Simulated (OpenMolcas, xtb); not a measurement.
**A ladder of methods for AlSiH4O (SMILES [AlH][O][SiH3])**

AlSiH4O has 7 atoms, charge 0, and is taken as a doublet. SMILES: `[AlH][O][SiH3]`. The shape is that of a PBE0-D4/def2-TZVP optimisation. This is one conformer, not always the lowest.

```xyz
7

Al   -1.6437   -1.5037   -0.2011
O    -0.4030   -0.3686   -0.0473
Si    0.8709    0.5674    0.3358
H    -2.5801   -1.3528   -1.5002
H     1.2044    1.4636   -0.8027
H     0.5549    1.4012    1.5262
H     2.0578   -0.2752    0.6435
```

Quantity: the dipole moment, in D. The values are calculated.

```
               level            kind     program  value (D)   CPU time
            GFN1-xTB  semi-empirical         xtb       2.75  under 2 s
     UHF/aug-cc-pVDZ    Hartree–Fock  OpenMolcas       0.78       17 s
  USVWN5/aug-cc-pVDZ             LDA  OpenMolcas       0.56       36 s
U-revPBE/aug-cc-pVDZ             GGA  OpenMolcas       0.62       59 s
   UTPSS/aug-cc-pVDZ        meta-GGA  OpenMolcas       0.60       73 s
  UBHLYP/aug-cc-pVDZ   global hybrid  OpenMolcas       0.77       56 s
```

The values span 0.56 to 2.75 D. Magnitudes only. Times are those of the runs behind each value, whatever else they computed, on shared processors of several kinds: orders of magnitude only.
